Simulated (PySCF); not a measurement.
C3H7, SMILES [CH](C)C (connectivity only; charge and spin as stated), charge +1, multiplicity 1. Atoms are numbered in the order given.

```xyz
10

C      1.2777     0.0191    -0.2004
C      0.0000     0.0000     0.4470
C     -1.2777    -0.0191    -0.2004
H      1.9936     0.6866     0.3163
H      1.2650     0.1349    -1.2888
H      1.7161    -0.9825     0.0605
H      0.0000     0.0000     1.5473
H     -1.7161     0.9825     0.0605
H     -1.9936    -0.6866     0.3163
H     -1.2650    -0.1349    -1.2888
```
Charge +1, spin multiplicity 1.

Geometry optimised at PBE-D3(BJ)/def2-TZVP. The multiplicity is an assumed one; other spin states were not compared. The isomer is the one that the SMILES or the coordinates give; other isomers of the formula were not compared.

All values below come from PBE/def2-TZVPD (PySCF).

Symmetry labels are those of the subgroup C2 that the program uses (full group C2).

List the valence orbital energies around the gap with their symmetry. (Estimate from the structure and the level; the computed values follow.)


```json
[
 {"orbital": "HOMO−7", "symmetry": "B", "energy (eV)": "-24.10"},
 {"orbital": "HOMO−6", "symmetry": "A", "energy (eV)": "-20.57"},
 {"orbital": "HOMO−5", "symmetry": "A", "energy (eV)": "-18.28"},
 {"orbital": "HOMO−4", "symmetry": "B", "energy (eV)": "-17.13"},
 {"orbital": "HOMO−3", "symmetry": "B", "energy (eV)": "-16.96"},
 {"orbital": "HOMO−2", "symmetry": "A", "energy (eV)": "-15.76"},
 {"orbital": "HOMO−1", "symmetry": "B", "energy (eV)": "-15.44"},
 {"orbital": "HOMO", "symmetry": "A", "energy (eV)": "-15.17"},
 {"orbital": "LUMO", "symmetry": "B", "energy (eV)": "-10.29"},
 {"orbital": "LUMO+1", "symmetry": "A", "energy (eV)": "-5.05"},
 {"orbital": "LUMO+2", "symmetry": "A", "energy (eV)": "-4.04"},
 {"orbital": "LUMO+3", "symmetry": "B", "energy (eV)": "-3.93"}
]
```
